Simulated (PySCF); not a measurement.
# One shape, several levels: B2H4F− (SMILES B[BH2-]F)

Aim: a comparison of 6 runs (HF-D4/pcSseg-1, HF/pcSseg-1, B97-3/aug-pc-1, LC-BLYP/ADZP, PBE0-2/pcseg-2) of B2H4F−. Input form: a Python script.

The calculation is run with PySCF 2.14.0.

8 further runs of the same task are left out: 2 that didn't finish, 6 set aside as unsound or not needed.

**1. The system as given**

The species is B2H4F− (7 atoms), meant as a singlet with charge -1. As SMILES, `B[BH2-]F`. The shape is that of a GFN2-xTB optimisation.

Bond lengths: B1–B2 1.681 Å, B2–F3 1.482 Å, B1–H4 1.197 Å, B1–H5 1.194 Å, B2–H6 1.236 Å, B2–H7 1.237 Å. Angles: B1–B2–F3 115.0°, B1–B2–H6 111.7°, B1–B2–H7 111.7°, F3–B2–H6 105.7°, F3–B2–H7 105.6°, B2–B1–H4 120.9°, B2–B1–H5 127.4°, H6–B2–H7 106.6°, H4–B1–H5 111.7°.

**2. Energy and gradient at HF-D4/pcSseg-1 (run 1)**

The input, run.py:

```python
# B[BH2-]F
from pyscf import gto

mol = gto.Mole()
mol.atom = '''
B
B 1 1.680731
F 2 1.481517 1 114.96789
H 1 1.196988 2 120.91753 3 -179.89171
H 1 1.19421 4 111.71081 2 -179.99213
H 2 1.23602 3 105.67463 1 123.67466
H 2 1.236684 6 106.64121 3 -112.04869
'''
mol.symmetry = True
mol.verbose = 3
mol.basis = 'pcsseg-1'
mol.max_memory = 1860
mol.charge = -1
mol.build()

mf = mol.RHF()
mf.disp = 'd4'
mf.kernel()

energy = mf.e_tot
print('E = %.10f Eh' % energy)
grad = mf.nuc_grad_method().kernel()
mf.analyze()
```

Run with:

```
$ OMP_NUM_THREADS=1 python run.py
```

What it wrote:

```text
converged SCF energy = -151.128320451985
[... 19 lines left out ...]
MO #8   energy= -0.376872286100297 occ= 2
[... 8 lines left out ...]
MO #17  energy= 0.444533421508304  occ= 0
[... 8 lines left out ...]
MO #26  energy= 0.911240196708543  occ= 0
[... 8 lines left out ...]
MO #35  energy= 1.77543806238461   occ= 0
[... 8 lines left out ...]
MO #44  energy= 2.31929282932403   occ= 0
[... 8 lines left out ...]
MO #53  energy= 2.77362812941682   occ= 0
[... 8 lines left out ...]
MO #62  energy= 3.44122516783724   occ= 0
[... 8 lines left out ...]
MO #71  energy= 8.07922897973604   occ= 0
[... 9 lines left out ...]
WARN: System has nonzero charge -1; the dipole moment is origin-dependent.
Location of origin: [0. 0. 0.]

Dipole moment(X, Y, Z, Debye): -7.90524,  0.00435, -1.39985
```

It took 3.3 s on 1 thread of Arm Neoverse V1, shared host; peak memory 0.15 GiB.

**3. Energy and gradient at HF/pcSseg-1 (run 2)**

The input, run.py:

```python
import pyscf.grad
from pyscf import gto

system = gto.Mole()
system.atom = '''
B
B 1 1.680731
F 2 1.481517 1 114.96789
H 1 1.196988 2 120.91753 3 -179.89171
H 1 1.19421 4 111.71081 2 -179.99213
H 2 1.23602 3 105.67463 1 123.67466
H 2 1.236684 6 106.64121 3 -112.04869
'''
system.verbose = 3
system.charge = -1
system.basis = 'pcsseg-1'
system.symmetry = True
system.max_memory = 1860
system.build()

calc0 = system.RHF()
calc0.kernel()

energy = calc0.e_tot
print('E = %.10f Eh' % energy)
grad = calc0.Gradients().kernel()
calc0.analyze()
```

Run with:

```
$ OMP_NUM_THREADS=1 python run.py
```

What it wrote:

```text
converged SCF energy = -151.11460936116
[... 19 lines left out ...]
MO #8   energy= -0.376872286100297 occ= 2
[... 8 lines left out ...]
MO #17  energy= 0.444533421508304  occ= 0
[... 8 lines left out ...]
MO #26  energy= 0.911240196708543  occ= 0
[... 8 lines left out ...]
MO #35  energy= 1.77543806238461   occ= 0
[... 8 lines left out ...]
MO #44  energy= 2.31929282932403   occ= 0
[... 8 lines left out ...]
MO #53  energy= 2.77362812941682   occ= 0
[... 8 lines left out ...]
MO #62  energy= 3.44122516783724   occ= 0
[... 8 lines left out ...]
MO #71  energy= 8.07922897973604   occ= 0
[... 9 lines left out ...]
WARN: System has nonzero charge -1; the dipole moment is origin-dependent.
Location of origin: [0. 0. 0.]

Dipole moment(X, Y, Z, Debye): -7.90524,  0.00435, -1.39985
```

Run time: 3.3 s. Hardware: 1 thread of Arm Neoverse V1, shared host; peak memory 0.15 GiB.

Runs 3 to 4 aren't shown in full; the table further down has their settings and results.

**4. The energy at PBE0-2/pcseg-2 (run 5)**

The input, calc.py:

```python
from pyscf import gto, dft, mp

mol = gto.M(
    atom='''
B       -0.557490      -0.547080      -0.606600
B        0.368860       0.392230       0.434760
F        1.833710       0.217080       0.299000
H       -1.752900      -0.488230      -0.588920
H       -0.165490      -1.324120      -1.424330
H        0.111990       0.150390       1.619360
H        0.161310       1.599740       0.266740
''',
    spin=0,
    max_memory=1860,
    charge=-1,
    basis='pcseg-2',
    verbose=4,
)

ks = dft.RKS(mol)
ks.xc = '0.793701*HF + 0.206299*PBE, 0.5*PBE'
ks.kernel()

pt = mp.MP2(ks, frozen=3).run()
etot = ks.e_tot + 0.5 * pt.e_corr
print('PT2 part  %.8f' % (0.5 * pt.e_corr))
print('E(%s) = %.9f' % ('PBE0-2', etot))
```

Run with:

```
$ OMP_NUM_THREADS=1 python calc.py
```

What it wrote:

```text
PySCF version 2.14.0

[... 76 lines left out ...]
converged SCF energy = -151.539434326853
[... 1 line left out ...]
******** <class 'pyscf.mp.mp2.RMP2'> ********
nocc = 9, nmo = 143
frozen orbitals 3
E(RMP2) = -152.062335613646  E_corr = -0.522901286792845
E(SCS-RMP2) = -152.067203433045  E_corr = -0.527769106192147
E_corr(same-spin) = -0.115052813029924
E_corr(oppo-spin) = -0.407848473762921
PT2 part  -0.26145064
E(PBE0-2) = -151.800884970
```

It took 16 s on 1 thread of Arm Neoverse V1, shared host; peak memory 0.93 GiB.

**5. A single-point energy at PBE0-2/pcseg-2 (density fitting) (run 6)**

The input, run.py:

```python
# B[BH2-]F
from pyscf import gto, dft, mp

mol = gto.Mole()
mol.atom = '''
B   -0.557490  -0.547080  -0.606600
B    0.368860   0.392230   0.434760
F    1.833710   0.217080   0.299000
H   -1.752900  -0.488230  -0.588920
H   -0.165490  -1.324120  -1.424330
H    0.111990   0.150390   1.619360
H    0.161310   1.599740   0.266740
'''
mol.basis = 'pcseg-2'
mol.max_memory = 1860
mol.charge = -1
mol.verbose = 4
mol.build()

mf = dft.RKS(mol, xc='0.793701*HF + 0.206299*PBE, 0.5*PBE')
mf = mf.density_fit()
mf.kernel()

pt = mp.MP2(mf, frozen=3).run()
energy = mf.e_tot + 0.5 * pt.e_corr
print('PT2 part  %.8f' % (0.5 * pt.e_corr))
print('Final energy', energy)
```

Run with:

```
$ OMP_NUM_THREADS=1 python run.py
```

What it wrote:

```text
PySCF version 2.14.0

[... 70 lines left out ...]
WARN: Even tempered Gaussians are generated as DF auxbasis for  H F B
[... 22 lines left out ...]
converged SCF energy = -151.539429286027
[... 1 line left out ...]
******** <class 'pyscf.mp.dfmp2.DFRMP2'> ********
nocc = 9, nmo = 143
frozen orbitals 3
E(DFRMP2) = -152.062256927166  E_corr = -0.522827641138931
E(SCS-DFRMP2) = -152.067096624677  E_corr = -0.527667338649849
E_corr(same-spin) = -0.115068266211771
E_corr(oppo-spin) = -0.40775937492716
PT2 part  -0.26141382
Final energy -151.80084310659672
```

Run time: 11 s. Hardware: 1 thread of Arm Neoverse V1, shared host; peak memory 0.55 GiB.

**6. Overview of the runs**

```
run                               level        task  symmetry  energy (Eh)  HOMO energy (eV)  LUMO energy (eV)  HOMO–LUMO gap (eV)  wall time
  1                      HF-D4/pcSseg-1    gradient       yes  -151.128320             -4.61              7.20               11.80      3.3 s
  2                         HF/pcSseg-1    gradient       yes  -151.114609             -4.61              7.20               11.80      3.3 s
  3              B97-3/aug-pc-1 (sfX2C)  properties        no  -152.018008             -1.47              3.07                4.54      7.8 s
  4  LC-BLYP/ADZP (SS(V)PE cyclohexane)    gradient        no  -151.693597             -6.11              2.33                8.44       51 s
  5                      PBE0-2/pcseg-2      energy        no  -151.800885             -3.91              5.69                9.60       16 s
  6    PBE0-2/pcseg-2 (density fitting)      energy        no  -151.800843             -3.91              5.69                9.60       11 s
```

**7. Summary of results**

| quantity | value |
| --- | --- |
| run 6: total energy | -151.80084 Eh |
| run 6: HOMO energy (SCF part's orbitals) | -3.91 eV |
| run 6: LUMO energy (SCF part's orbitals) | 5.69 eV |
| run 6: HOMO–LUMO gap (to an unbound level, set by the basis) | 9.60 eV |

In words: The HOMO–LUMO gap runs from 4.54 eV (B97-3/aug-pc-1) to 11.80 eV (HF-D4/pcSseg-1). The two ends differ in method and basis and Hamiltonian. The empty levels of an anion lie above zero and hang on the basis. Totals of different functionals can't be ranked against each other. All runs together took 92 s, the longest 51 s.
